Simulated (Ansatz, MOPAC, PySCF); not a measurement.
System: chloroform, CHCl$_{3}$, charge 0, multiplicity 1. SMILES: ClC(Cl)Cl
Structure (B3LYP-D3(BJ)/def2-TZVP (Ansatz, a quantum-chemistry and plane-wave program) minimum search):
```
C
H 1 1.0815
Cl 1 1.7758 2 107.69
Cl 1 1.7758 2 107.69 3 120.00
Cl 1 1.7758 2 107.69 3 -120.00
```
Charge 0, spin multiplicity 1.

Wanted: size of the dipole moment, in D. Terms: non-relativistic; 6-311+G** with 5d, 6d on Na to Ar in Ansatz; dispersion terms only where a functional's name holds one; no spin-orbit coupling; 6-31G* and kin with 6d, 5d where marked. Ab initio and DFT rows: single points at B3LYP-D3(BJ) geometries (Ansatz). Semi-empirical rows: dipoles at the shared geometry.

Measured values: NIST CCCBDB, as tabulated in the package chemicals; dipoles are vibrational averages. 

Value to compare with, the measured value: 1.01 D.

```csv
level,program,size of the dipole moment (D),error
PM3,MOPAC,0.89,-0.12
SVWN5/6-31G*,Ansatz,1.27,0.26
PBE/3-21G,Ansatz,1.42,0.41
BP86/def2-SVP,PySCF,1.11,0.10
B3LYP/6-31G*,Ansatz,1.27,0.26
B3LYP/6-311+G**,Ansatz,1.19,0.18
```

Among the 6 habitual levels, PBE/3-21G lies farthest from the measured value (0.41 D); 5 of 6 lie above it, and their mean absolute error is 0.22 D, the median 0.22. One case shows no general order.

The levels are drawn from those run, B3LYP/6-31G* more often than the rest, none by its result; left out are runs that failed, that the program found above a lower state of the same kind, or whose <S^2> lies over 0.5 above the pure value.
